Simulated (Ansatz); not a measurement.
Species: CH3S, charge 0, doublet. CH3S (SMILES [S]C, doublet).
B3LYP-D3(BJ)/def2-TZVP minimum from Ansatz (a quantum-chemistry and plane-wave program):
```
C
H 1 1.0894
H 1 1.0894 2 110.92
H 1 1.0953 2 107.93 3 118.03
S 1 1.7974 2 111.69 4 116.67
```
Charge 0, spin multiplicity 2.

Hartree-Fock and CCSD correlation energies in hartree (Ansatz). UHF or UKS for unpaired electrons; spin-orbit terms are left out. Cores are frozen in correlated methods. No relativity.

```json
[
 {"basis": "cc-pV(T+d)Z", "X": "3", "E(HF)": "-437.15352", "E(corr, CCSD)": "-0.36022"},
 {"basis": "cc-pV(Q+d)Z", "X": "4", "E(HF)": "-437.15975", "E(corr, CCSD)": "-0.38085"},
 {"basis": "cc-pV(5+d)Z", "X": "5", "E(HF)": "-437.16106", "E(corr, CCSD)": "withheld"}
]
```

Fit E(corr) = E∞ + A/X³ to X = 3 and 4, predict X = 5, and compare with the run.

A = (-0.36022 - (-0.38085))/(1/27 - 1/64) = 0.9635; E∞ = -0.38085 - A/64 = -0.39590; at X = 5, E∞ + A/125 = -0.38820. The run gave -0.38756, 0.64 mEh above the prediction. The same form on X = 4 and 5 gives E∞ = -0.39460, 1.30 mEh above the first estimate.
